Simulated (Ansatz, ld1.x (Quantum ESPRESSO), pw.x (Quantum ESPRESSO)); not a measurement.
**pw.x on bcc Hf: one setting changed**

Potential: norm-conserving Troullier–Martins (Kleinman–Bylander form), ld1.x (Quantum ESPRESSO) 7.5, PBEsol; core [Xe] 4f14, reference 5d2 6s2 6p0; waves: 6p (bound, empty): rc 3.80 bohr; 5d (bound): rc 2.55 bohr; 5f channel at -0.15 Ry: rc 3.20 bohr; 6s (bound): rc 3.05 bohr; local part: the s channel; core correction: none.

The reference run (k-mesh 13³, cutoffs 40/160 Ry, Fermi–Dirac 0.01 Ry, mixing_beta 0.4, conv_thr 1e-9, no spin) gives 1.32 GPa at 21.370 Å³/atom, where all-electron LAPW gives 0.10 GPa. This run, with its own iteration cap, changes ecutrho/ecutwfc to 6.

```
&control
  calculation='scf', prefix='x', pseudo_dir='./', outdir='./tmp', tstress=.true., disk_io='none'
/
&system
  ibrav=0, nat=1, ntyp=1, ecutwfc=40, ecutrho=240, nbnd=9,
  occupations='smearing', smearing='fd', degauss=0.01
/
&electrons
  conv_thr=1e-09, mixing_beta=0.4, electron_maxstep=50
/
ATOMIC_SPECIES
Hf 1.0 Hf.UPF
CELL_PARAMETERS angstrom
  -1.74816133 1.74816133 1.74816133
  1.74816133 -1.74816133 1.74816133
  1.74816133 1.74816133 -1.74816133
ATOMIC_POSITIONS crystal
Hf 0.0000 0.0000 0.0000
K_POINTS automatic
13 13 13 0 0 0
```

```bash
pw.x < Hf.scf.in > Hf.scf.out
```

Task: How does the run end?

Result: It converges in 6 iterations; the free energy moves by +0.0 meV/atom and the pressure by +0.00 GPa. The result is that of the reference run.

```
Message from routine setup:
     no reason to have ecutrho>4*ecutwfc
     Message from routine setup:
     using ibrav=0 with symmetry is DISCOURAGED, use correct ibrav instead
     lattice parameter (alat)  =       5.7219  a.u.
     unit-cell volume          =     144.2119 (a.u.)^3
     number of electrons       =         4.00
     number of Kohn-Sham states=            9
     kinetic-energy cutoff     =      40.0000  Ry
     charge density cutoff     =     240.0000  Ry
     scf convergence threshold =      1.0E-09
     Exchange-correlation= PBESOL
     number of k points=    84  Fermi-Dirac smearing, width (Ry)=  0.0100
     iteration #  1     ecut=    40.00 Ry     beta= 0.40
     total energy              =      -6.09807813 Ry
     estimated scf accuracy    <       0.00921729 Ry
     iteration #  2     ecut=    40.00 Ry     beta= 0.40
     total energy              =      -6.09730359 Ry
     estimated scf accuracy    <       0.00227028 Ry
     iteration #  3     ecut=    40.00 Ry     beta= 0.40
     total energy              =      -6.09751028 Ry
     estimated scf accuracy    <       0.00000662 Ry
     iteration #  4     ecut=    40.00 Ry     beta= 0.40
     total energy              =      -6.09751424 Ry
     estimated scf accuracy    <       0.00000117 Ry
     iteration #  5     ecut=    40.00 Ry     beta= 0.40
     total energy              =      -6.09751440 Ry
     estimated scf accuracy    <       0.00000001 Ry
     iteration #  6     ecut=    40.00 Ry     beta= 0.40
     the Fermi energy is     8.9132 ev
!    total energy              =      -6.09751441 Ry
     estimated scf accuracy    <          2.2E-10 Ry
     smearing contrib. (-TS)   =      -0.00831776 Ry
     The total energy is F=E-TS. E is the sum of the following terms:
     one-electron contribution =       4.87045988 Ry
     hartree contribution      =       0.00684632 Ry
     xc contribution           =      -2.15358896 Ry
     ewald contribution        =      -8.81291388 Ry
     convergence has been achieved in   6 iterations
          total   stress  (Ry/bohr**3)                   (kbar)     P=       13.23
     Message from routine punch:
     Nothing written, as per user request (disk_io='none')
```

The run took about 3.9 s on one core of a shared host (Neoverse-V2, 48 threads, 185 GiB, load 27).
